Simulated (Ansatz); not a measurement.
in.yaml

```yaml
crystal:
  periodic: [false, false, false]
  atoms:
    - {symbol: B, position_ang: [0.064568, 0.023749, 1.124416]}
    - {symbol: Si, position_ang: [-0.100306, 0.032123, -0.669290]}
    - {symbol: P, position_ang: [-0.023685, -0.000301, -2.778570]}
    - {symbol: H, position_ang: [0.059423, -0.055571, 2.323444]}
basis:
  gaussian: {orbitals: cc-pVDZ}
magnetization: {spin_polarized: false, initial_magnetization: 3}
correlation: {method: ccsdt_q, electrons: outside_noble_gas}
```

```sh
$ ansatz run in.yaml --threads 1 --pin off --events-out ev --progress --plain --max-ram 2393MiB
```

Log:

```
991 factors; integrals over basis functions are off by at most 1.3e-7 eV
mean field evaluation 1: about -17816.5247 eV, gradient 1.1e1 eV
mean field evaluation 2: about -17816.5630 eV, gradient 1.1e1 eV
mean field evaluation 4: about -17817.5117 eV, gradient 1.9e0 eV
mean field evaluation 8: about -17817.5501 eV, gradient 3.3e-1 eV
mean field evaluation 16: about -17817.5555 eV, gradient 3.0e-2 eV
mean field evaluation 32: about -17817.5566 eV, gradient 1.4e-2 eV
mean field evaluation 64: about -17817.5548 eV, gradient 3.7e-3 eV
mean field evaluation 96: about -17817.5566 eV, gradient 2.1e-2 eV
mean field evaluation 128: about -17817.5556 eV, gradient 2.5e-2 eV
mean field evaluation 160: about -17817.4723 eV, gradient 1.6e0 eV
...
mean field -17817.55665656 eV, -654.7831299548 hartree, gradient 1.2e-9 eV, S^2 3.750000; 12 other end points of the search recorded, 0 dependent functions left out
...
determinant -17817.55665656 eV, -654.7831299548 hartree, with singles and doubles -17825.12826092 eV, -655.0613812831 hartree
determinant -17817.55393972 eV, -654.7830301129 hartree, with singles and doubles -17825.12570541 eV, -655.0612873695 hartree
determinant -17814.85443555 eV, -654.6838251644 hartree, with singles and doubles -17823.08370317 eV, -654.9862451716 hartree
determinant -17814.81515893 eV, -654.6823817751 hartree, with singles and doubles -17822.40232021 eV, -654.9612048095 hartree
determinant -17814.79652543 eV, -654.6816970067 hartree, with singles and doubles -17822.93270298 eV, -654.9806960167 hartree
determinant -17814.35233321 eV, -654.6653732439 hartree, with singles and doubles -17822.03120592 eV, -654.9475666110 hartree
determinant -17817.55665656 eV, -654.7831299548 hartree, with singles and doubles -17825.13758923 eV, -655.0617240920 hartree
determinant -17817.55393972 eV, -654.7830301129 hartree, with singles and doubles -17825.13499106 eV, -655.0616286110 hartree
11 core orbitals not correlated: weight in the atoms' cores, before any rotation towards them, 1.000 or more for the frozen orbitals, at most 0.000 for the correlated occupied ones
reference -17817.55665656 eV, -654.7831299548 hartree; 8, 5 occupied and 36, 39 virtual orbitals, 991 factors
second order -6.31076483 eV of doubles, -0.12839608 eV of singles
...
cycle  31  -8.01456309 eV  change   -1.0e-4 eV  update   1.1e-4
cycle  32  -8.01451666 eV  change    4.6e-5 eV  update   1.2e-4
cycle  33  -8.01444381 eV  change    7.3e-5 eV  update   6.2e-5
cycle  34  -8.01447728 eV  change   -3.3e-5 eV  update   2.3e-5
cycle  35  -8.01446976 eV  change    7.5e-6 eV  update   1.9e-5
cycle  36  -8.01446632 eV  change    3.4e-6 eV  update   1.0e-5
cycle  37  -8.01446722 eV  change   -9.0e-7 eV  update   7.3e-6
cycle  38  -8.01447628 eV  change   -9.1e-6 eV  update   5.2e-6
cycle  39  -8.01447417 eV  change    2.1e-6 eV  update   2.2e-6
cycle  40  -8.01447442 eV  change   -2.5e-7 eV  update   1.5e-6
perturbative correction -0.03341750 eV, -0.0012280706 hartree
Total energy: -17825.60454848 eV, -655.0788845279 hartree
```

The T1 diagnostic is 0.068.

Ran on 1 thread of Intel Xeon 6975P-C, shared host: 2 min wall, 0.96 GiB peak host memory.
